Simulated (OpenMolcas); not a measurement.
**PH (SMILES [PH]), step by step**

Wanted: a series of 9 runs (ROHF/3-21G, CASSCF(6,5)/3-21G, CASPT2(6,5)/3-21G, CASPT2[IPEA 0](6,5)/3-21G, SC-NEVPT2(6,5)/3-21G, PC-NEVPT2(6,5)/3-21G, MC-PDFT[tPBE](6,5)/3-21G, MRCI(6,5)/3-21G, and more) of PH. 

The results are computed with OpenMolcas 26.06.

**1. Starting point**

PH: 2 atoms, total charge 0, spin state triplet. SMILES: `[PH]`. The P1–H2 distance was set to 2.099 Å, away from the relaxed value.

**2. The energy at ROHF/3-21G (run 1)**

Input file input.xyz:

```xyz
2

P      0.000000     0.000000    -0.699530
H      0.000000     0.000000     1.399070
```

Input file step1.inp:

```
* HP Hartree-Fock
&GATEWAY
BasLib=$CurrDir
Coord=input.xyz
Basis=3-21G
Group=NoSym
&SEWARD
&SCF
UHF
Spin=3
PrOrbitals=1 1
&RASSCF
FileOrb=$Project.UnaOrb
Spin=3
Nactel=2 0 0
Inactive=7
Ras2=2
OutOrbitals=Canonical
OrbListing=Nothing
```

The basis set 3-21G is read from a file made from the Basis Set Exchange's data (not shown).

Launch:

```
export MOLCAS_MEM=1860
pymolcas step1.inp > step1.log
```

What it wrote:

```text
--- Start Module: gateway ---
[...]
--- Stop Module: gateway /rc=_RC_ALL_IS_WELL_ ---
[...]
      Basis functions           15
[...]
--- Start Module: scf ---
[...]
       Convergence after  54 Iterations
[...]
::    Total SCF energy                               -339.5106224065
[...]
      Total spin, S                                     1.1761429586
[...]
--- Stop Module: scf /rc=_RC_ALL_IS_WELL_ ---
[...]
--- Start Module: rasscf ---
[...]
      Number of active orbitals                  2
[...]
      Spin quantum number                      1.0
[...]
      Active orbitals                            2
[...]
      Number of CSFs                             1
[...]
      Number of root(s) required                 1
[...]
      Convergence after  9 iterations
[...]
      printout of CI-coefficients larger than  0.05 for root  1
      energy=    -339.485945
      conf/sym  11     Coeff  Weight
             1  uu   1.00000 1.00000
      Natural orbitals and occupation numbers for root  1
      sym 1:   1.000000   1.000000
      ************************************************************************************************************************
      *                                                    Final results                                                     *
[...]
::    RASSCF root number  1 Total energy:   -339.48594531
[...]
      Total electronic charge=   16.000000
      Total            charge=   -0.000000
[...]
      Dipole Moment (debye):
      Origin of the operator (angstrom)=    0.0000    0.0000   -0.6334
                   X=  1.1524E-15               Y= -5.1466E-16               Z= -3.8742E-01           Total=  3.8742E-01
      Quadrupole Moment (debye*angstrom):
[...]
--- Stop Module: rasscf /rc=_RC_ALL_IS_WELL_ ---
[...]
```

Run time: 3.3 s. Hardware: 1 thread of Arm Neoverse V1, shared host; peak memory 0.37 GiB.

**3. A single-point energy at CASSCF(6,5)/3-21G (run 2)**

input.xyz is that of step 2.

Input file step2.input:

```
* HP CASSCF

&GATEWAY
 BasLib=$CurrDir
 Coord=input.xyz
 Basis=3-21G
 Group=NoSym

&SEWARD

&RASSCF
 FileOrb=$CurrDir/step1.RasOrb
 Spin=3
 Nactel=6 0 0
 Inactive=5
 Ras2=5
 OrbListing=Nothing
 OrbAppear=Compact
```

The basis set 3-21G is read from a file made from the Basis Set Exchange's data (not shown).

Launch:

```
export MOLCAS_MEM=1860
pymolcas step2.input > step2.log
```

What it wrote:

```text
--- Start Module: gateway ---
[...]
--- Stop Module: gateway /rc=_RC_ALL_IS_WELL_ ---
--- Start Module: seward ---
[...]
      Basis functions           15
--- Stop Module: seward /rc=_RC_ALL_IS_WELL_ ---
--- Start Module: rasscf ---
[...]
      Number of active orbitals                  5
[...]
      Spin quantum number                      1.0
[...]
      Active orbitals                            5
[...]
      Number of CSFs                            45
[...]
      Number of root(s) required                 1
[...]
      Convergence after  7 iterations
[...]
      printout of CI-coefficients larger than  0.05 for root  1
      energy=    -339.534666
      conf/sym  11111     Coeff  Weight
             1  22uu0  -0.94018 0.88394
             8  2uduu   0.13241 0.01753
            14  2uudu  -0.07645 0.00584
            15  2uuud  -0.10782 0.01162
            30  20uu2   0.28184 0.07943
      Natural orbitals and occupation numbers for root  1
      sym 1:   1.997702   1.805934   1.000000   1.000000   0.196363
      ************************************************************************************************************************
      *                                                    Final results                                                     *
[...]
::    RASSCF root number  1 Total energy:   -339.53466622
[...]
      Total electronic charge=   16.000000
      Total            charge=   -0.000000
[...]
      Dipole Moment (debye):
      Origin of the operator (angstrom)=    0.0000    0.0000   -0.6334
                   X=  5.6793E-14               Y= -1.5665E-14               Z= -6.8709E-02           Total=  6.8709E-02
      Quadrupole Moment (debye*angstrom):
[...]
--- Stop Module: rasscf /rc=_RC_ALL_IS_WELL_ ---
[...]
```

Wall time 1.7 s (1 thread of Arm Neoverse V1, shared host); peak memory 0.37 GiB.

Runs 3 to 8 aren't shown in full; the table further down has their settings and results.

**4. The energy at MRACPF(6,5)/3-21G (run 9)**

input.xyz is that of step 3.

Input file step9.inp:

```
&GATEWAY
  BasLib=$CurrDir
  Coord=input.xyz
  Basis=3-21G
  Group=NoSym

&SEWARD

&RASSCF
  FileOrb=$CurrDir/step2.RasOrb
  Spin=3
  Nactel=6 0 0
  Inactive=5
  Ras2=5
  OrbListing=Nothing
  OrbAppear=Compact

&MOTRA
  LumOrb
  Frozen=5

&GUGA
  Electrons=6
  Spin=3
  Inactive=0
  Active=5
  CIAll=1

&MRCI
  ACPF
```

The basis set 3-21G is read from a file made from the Basis Set Exchange's data (not shown).

Launch:

```
export MOLCAS_MEM=1860
pymolcas step9.inp > step9.log
```

What it wrote:

```text
--- Start Module: gateway ---
[...]
      Basis functions           15
[...]
      Number of active orbitals                  5
[...]
      Spin quantum number                      1.0
[...]
      Active orbitals                            5
[...]
      Number of CSFs                            45
[...]
      Number of root(s) required                 1
[...]
      Convergence after  4 iterations
[...]
      printout of CI-coefficients larger than  0.05 for root  1
      energy=    -339.534666
      conf/sym  11111     Coeff  Weight
             1  22uu0  -0.94018 0.88394
             8  2uduu   0.13241 0.01753
            14  2uudu  -0.07645 0.00584
            15  2uuud  -0.10782 0.01162
            30  20uu2   0.28184 0.07943
      Natural orbitals and occupation numbers for root  1
      sym 1:   1.997702   1.805933   1.000000   1.000000   0.196364
      ************************************************************************************************************************
      *                                                    Final results                                                     *
[...]
::    RASSCF root number  1 Total energy:   -339.53466622
[...]
      Dipole Moment (debye):
      Origin of the operator (angstrom)=    0.0000    0.0000   -0.6334
                   X=  9.2165E-15               Y= -2.3875E-14               Z= -6.8711E-02           Total=  6.8711E-02
      Quadrupole Moment (debye*angstrom):
[...]
--- Start Module: guga ---
[...]
       USE THE DEFAULT ACPF G-VALUE GFAC=  0.33333333333333331
[...]
    MR ACPF CALCULATION.
[...]
            REFERENCE CI ENERGY:  -339.53466622
[...]
        ACPF CORRELATION ENERGY:    -0.02038325
                    ACPF ENERGY:  -339.55504947
[...]
      Total electronic charge=   16.000000
      Total            charge=   -0.000000
[...]
  ACPF State   1     Total energy:   -339.55504947
[...]
```

It took 1.8 s on 1 thread of Arm Neoverse V1, shared host; peak memory 0.37 GiB.

**5. All runs side by side**

| run | level | active rule | inactive | energy (Eh) | dipole moment (D) of the reference | wall time |
| --- | --- | --- | --- | --- | --- | --- |
| 1 | ROHF/3-21G | – | – | -339.485945 | 0.39 | 3.3 s |
| 2 | CASSCF(6,5)/3-21G | full valence | 5 | -339.534666 | 0.07 | 1.7 s |
| 3 | CASPT2(6,5)/3-21G | full valence | 5 | -339.550609 | 0.07 | 1.7 s |
| 4 | CASPT2[IPEA 0](6,5)/3-21G | full valence | 5 | -339.551663 | 0.07 | 1.7 s |
| 5 | SC-NEVPT2(6,5)/3-21G | full valence | 5 | -339.548985 | 0.07 | 1.7 s |
| 6 | PC-NEVPT2(6,5)/3-21G | full valence | 5 | -339.549140 | 0.07 | 1.8 s |
| 7 | MC-PDFT[tPBE](6,5)/3-21G | full valence | 5 | -339.909040 | 0.07 | 1.9 s |
| 8 | MRCI(6,5)/3-21G | full valence | 5 | -339.554879 | 0.07 | 1.8 s |
| 9 | MRACPF(6,5)/3-21G | full valence | 5 | -339.555049 | 0.07 | 1.8 s |

**6. What came out**

| quantity | value |
| --- | --- |
| run 9, MRACPF(6,5)/3-21G: total energy | -339.55505 Eh |
| run 9, MRACPF(6,5)/3-21G: dipole moment (CASSCF density) | 0.07 D |

In words: Below the ROHF energy at the same shape and in the same basis (3-21G): CASSCF(6,5) -48.7 mEh; CASPT2(6,5) -64.7 mEh; CASPT2[IPEA 0](6,5) -65.7 mEh; SC-NEVPT2(6,5) -63.0 mEh; PC-NEVPT2(6,5) -63.2 mEh; MRCI(6,5) -68.9 mEh. Active-space methods hold only the correlation inside their space unless a perturbation or CI step follows. All runs together took 17 s, the longest 3.3 s.
